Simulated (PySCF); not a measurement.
# Running PySCF for Mg2

Input:

```python
from pyscf import gto, scf, cc

mol = gto.M(
    atom='Mg 0 0 0; Mg 0 0 2.439',
    basis='6-31g*',
    charge=0,
    spin=0,
    verbose=4,
)
mf = scf.RHF(mol)
mf.kernel()
mycc = cc.CCSD(mf, frozen=2)
mycc.kernel()
mycc.ccsd_t()
mf.dip_moment()
print('orbital energies (hartree):', mf.mo_energy[..., max(0, mol.nelec[1]-3):mol.nelec[0]+3].round(4))
```

```bash
$ OMP_NUM_THREADS=1 python input.py
```

It prints (some set-up lines removed):

```
PySCF version 2.14.0

[INPUT] Symbol           X                Y                Z      unit          X                Y                Z       unit  Magmom
[INPUT]  1 Mg     0.000000000000   0.000000000000   0.000000000000 AA    0.000000000000   0.000000000000   0.000000000000 Bohr   0.0
[INPUT]  2 Mg     0.000000000000   0.000000000000   2.439000000000 AA    0.000000000000   0.000000000000   4.609042017814 Bohr   0.0

nuclear repulsion = 31.2429349620664
number of shells = 16
number of NR pGTOs = 102
number of NR cGTOs = 36
basis = 6-31g*
ecp = {}

******** <class 'pyscf.scf.hf.RHF'> ********
method = RHF
initial guess = minao
damping factor = 0
level_shift factor = 0
DIIS = <class 'pyscf.scf.diis.CDIIS'>
SCF conv_tol = 1e-09
SCF max_cycles = 50
Initial guess from minao.
init E= -399.419518186276
  HOMO = -0.124067883076193  LUMO = 0.0140081853759602  gap/eV = 3.75724
cycle= 1 E= -399.129583226159  delta_E= 0.29  |g|= 0.0625  |ddm|= 1.06
  HOMO = -0.198237720341942  LUMO = 0.00353668165196213  gap/eV = 5.49056
cycle= 2 E= -399.133974798233  delta_E= -0.00439  |g|= 0.0151  |ddm|= 0.283
  HOMO = -0.190573826123125  LUMO = 0.0131561590928164  gap/eV = 5.54378
cycle= 3 E= -399.134227149719  delta_E= -0.000252  |g|= 0.00513  |ddm|= 0.0897
  HOMO = -0.189823318240105  LUMO = 0.0132264873431813  gap/eV = 5.52527
cycle= 4 E= -399.13427043822  delta_E= -4.33e-05  |g|= 0.000863  |ddm|= 0.0385
  HOMO = -0.189831381060186  LUMO = 0.0129604437382216  gap/eV = 5.51825
cycle= 5 E= -399.134272027278  delta_E= -1.59e-06  |g|= 8.6e-05  |ddm|= 0.0223
  HOMO = -0.189834156300689  LUMO = 0.0129372206950036  gap/eV = 5.51769
cycle= 6 E= -399.134272043612  delta_E= -1.63e-08  |g|= 1.11e-05  |ddm|= 0.00516
  HOMO = -0.189833469588079  LUMO = 0.0129366191651133  gap/eV = 5.51766
cycle= 7 E= -399.134272043811  delta_E= -1.99e-10  |g|= 3.98e-07  |ddm|= 0.000849
  HOMO = -0.189833524852116  LUMO = 0.0129365760765245  gap/eV = 5.51766
Extra cycle  E= -399.134272043812  delta_E= -2.84e-13  |g|= 1.01e-07  |ddm|= 1.04e-05
converged SCF energy = -399.134272043812

******** <class 'pyscf.cc.ccsd.CCSD'> ********
CC2 = 0
CCSD nocc = 10, nmo = 34
frozen orbitals 2
max_cycle = 50
direct = 0
conv_tol = 1e-07
conv_tol_normt = 1e-05
Init t2, MP2 energy = -399.197778176733  E_corr(MP2) -0.0635061329217402
Init E_corr(CCSD) = -0.0635061329217491
cycle = 1  E_corr(CCSD) = -0.0768487335312446  dE = -0.0133426006  norm(t1,t2) = 0.0749839
cycle = 2  E_corr(CCSD) = -0.0815512984639288  dE = -0.00470256493  norm(t1,t2) = 0.037793
cycle = 3  E_corr(CCSD) = -0.0857672457448772  dE = -0.00421594728  norm(t1,t2) = 0.0216504
cycle = 4  E_corr(CCSD) = -0.0858414770122355  dE = -7.42312674e-05  norm(t1,t2) = 0.00427502
cycle = 5  E_corr(CCSD) = -0.0857868882093164  dE = 5.45888029e-05  norm(t1,t2) = 0.00124645
cycle = 6  E_corr(CCSD) = -0.0857889280640003  dE = -2.03985468e-06  norm(t1,t2) = 0.0004737
cycle = 7  E_corr(CCSD) = -0.0857765245401173  dE = 1.24035239e-05  norm(t1,t2) = 0.000157138
cycle = 8  E_corr(CCSD) = -0.0857801208737764  dE = -3.59633366e-06  norm(t1,t2) = 4.80612e-05
cycle = 9  E_corr(CCSD) = -0.085780754144993  dE = -6.33271217e-07  norm(t1,t2) = 1.98847e-05
cycle = 10  E_corr(CCSD) = -0.0857804839985394  dE = 2.70146454e-07  norm(t1,t2) = 1.14025e-05
cycle = 11  E_corr(CCSD) = -0.0857801492577935  dE = 3.34740746e-07  norm(t1,t2) = 5.50185e-06
cycle = 12  E_corr(CCSD) = -0.0857802291995359  dE = -7.99417424e-08  norm(t1,t2) = 1.83314e-06
CCSD converged
E(CCSD) = -399.2200522730111  E_corr = -0.08578022919953589
CCSD(T) correction = -0.00314311512718746
Dipole moment(X, Y, Z, Debye): -0.00000,  0.00000,  0.00000
orbital energies (hartree): [-2.2863 -0.3501 -0.1898  0.0129  0.0129  0.0325]
```

In short: E(SCF) = -399.134272 Eh, 7 cycles, E(CCSD) − E(SCF) = -0.08578 Eh, (T) = -0.00314 Eh, μz(SCF) = 0.00 D.

Hardware: Arm Neoverse V1, 1 thread, shared host. Wall time 1.8 s.

Stability towards an unrestricted solution was not tested. The bond length is a typed value, not an optimised one.
